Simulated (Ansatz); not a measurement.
Ansatz (a quantum-chemistry and plane-wave program) input (CCSD(T)/cc-pV(T+d)Z): A basis named .json is the Basis Set Exchange file of that set (core-valence sets with the plain set on hydrogen).

Ansatz 0.2 input:
```yaml
crystal:
  periodic: [false, false, false]
  atoms:
    - {symbol: S, position_ang: [-0.00000000, -0.00000000, -0.07935692]}
    - {symbol: H, position_ang: [0.00000000, 0.00000000, 1.26971067]}
basis:
  gaussian:
    orbitals: cc-pV_T+d_Z.json
total_charge: -1
magnetization: {spin_polarized: false}
correlation: {method: ccsd_t, frozen_orbitals: {H: 0, S: 1}}
```

Output:

```
Functional definition: HF
integrals: 0.02 GiB planned
302 factors; integrals over basis functions are off by at most 1.3e-3 eV
mean field: 0.07 GiB planned
mean field evaluation 1: about -10833.3597 eV, gradient 1.1e1 eV
mean field evaluation 2: about -10833.3822 eV, gradient 1.1e1 eV
mean field evaluation 4: about -10833.8069 eV, gradient 1.0e0 eV
mean field evaluation 8: about -10833.8150 eV, gradient 2.9e-3 eV
mean field evaluation 16: about -10833.8030 eV, gradient 2.9e-1 eV
mean field -10833.81501921 eV, -398.1353585325 hartree, gradient 3.3e-6 eV, S^2 0.000000; 0 other end points of the search recorded, 0 dependent functions left out
1 core orbitals not correlated
reference -10833.81501921 eV, -398.1353585325 hartree; 8, 8 occupied and 44, 44 virtual orbitals, 302 factors
second order -7.88950915 eV of doubles, -0.00000000 eV of singles
coupled cluster: 0.07 GiB planned
cycle   1  -8.21677105 eV  change   -3.3e-1 eV  update   4.6e-2
cycle   2  -8.37369655 eV  change   -1.6e-1 eV  update   1.3e-2
cycle   3  -8.38215751 eV  change   -8.5e-3 eV  update   3.6e-3
cycle   4  -8.38098577 eV  change    1.2e-3 eV  update   8.6e-4
cycle   5  -8.38102101 eV  change   -3.5e-5 eV  update   1.5e-4
cycle   6  -8.38098734 eV  change    3.4e-5 eV  update   4.6e-5
cycle   7  -8.38097964 eV  change    7.7e-6 eV  update   1.1e-5
perturbative correction -0.26122521 eV, -0.0095998494 hartree
Total energy: -10842.45722406 eV, -398.4529537028 hartree
```
